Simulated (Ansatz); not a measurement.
Results of PBE-D3(BJ) (plane waves, PAW; Ansatz, a quantum-chemistry and plane-wave program) for zinc-blende BeTe.

Input:

Ansatz 0.2 input:
```yaml
crystal:
  lattice:
    - [0.0, 2.808838878, 2.808838878]
    - [2.808838878, 0.0, 2.808838878]
    - [2.808838878, 2.808838878, 0.0]
  atoms:
    - { symbol: Be, position: [0.0, 0.0, 0.0] }
    - { symbol: Te, position: [0.25, 0.25, 0.25] }
basis:
  ecutwfc: 520
  ecutrho_ratio: 4
  xc_grid: 2
kpoints:
  mp_grid: { grid: [10, 10, 10] }
hamiltonian:
  xc: pbe
  dispersion: d3bj
  pseudopotentials: { kind: paw }
scf:
  occupations: { method: fermi_dirac, width: 0.01 }
  convergence: { dr2_threshold: 0.0000000002 }
output:
  forces: true
  stress: true
  eigenvalues: true
```

Output (set-up and result lines):

```
Crystal: 2 atoms, lattice volume = 44.321 Å³
Basis set: ecut = 520 eV, 1243 PW (Γ), exchange–correlation on 60×60×60 points (8 copies of the dense FFT grid, shifted against one another)
Bands: 13, of which v1, the nominal top of the filled ones, is band 9 counted from 1 (8 counted from 0)
Symmetry: 24 space group operations
Space group: F-43m (ITA 216), of the structure as read, at distance tolerance 3.5e-5 Å
k-points: 47 of 1000 (time reversal used)
Functional: x = pbe(κ = 0.804, μ = 0.2195149727645171), c = pbe(β = 0.06672455060314922)
SCF iter   1: F=—  HF=-7074.124267 eV  |F-HF|=—  |Δ(HF+E_count)|=         —  Δρ=5.53e-4  dr2=1.55e-4
SCF iter   2: F=—  HF=-7074.124080 eV  |F-HF|=—  |Δ(HF+E_count)|=   1.87e-4  Δρ=4.22e-4  dr2=1.24e-4
  ...
SCF iter   8: F=—  HF=-7074.124054 eV  |F-HF|=—  |Δ(HF+E_count)|=   3.56e-9  Δρ=7.05e-7  dr2=3.81e-10
SCF iter   9: F=-7074.124054 eV  HF=-7074.124054 eV  |F-HF|=7.28e-12  |Δ(HF+E_count)|=  1.27e-10  Δρ=8.81e-8  dr2=6.29e-12
SCF 1 converged in 9 iterations: F = -7074.124054 eV  dr2 = 6.29e-12
SCF converged after 9 iterations
Free energy (F): -7074.124054 eV
Internal energy: -7074.124054 eV  (E = F + TS)
E sigma→0 (E₀):  -7074.124054 eV
Fermi energy:    8.497647 eV
--- Stress (GPa, compression-positive) ---
       -1.173378      -0.000000      -0.000000
       -0.000000      -1.173378       0.000000
       -0.000000       0.000000      -1.173378
  P = ⅓ Tr σ = -1.1734 GPa (-11.734 kbar)
```

The cell is one volume of an energy–volume scan, off the minimum.
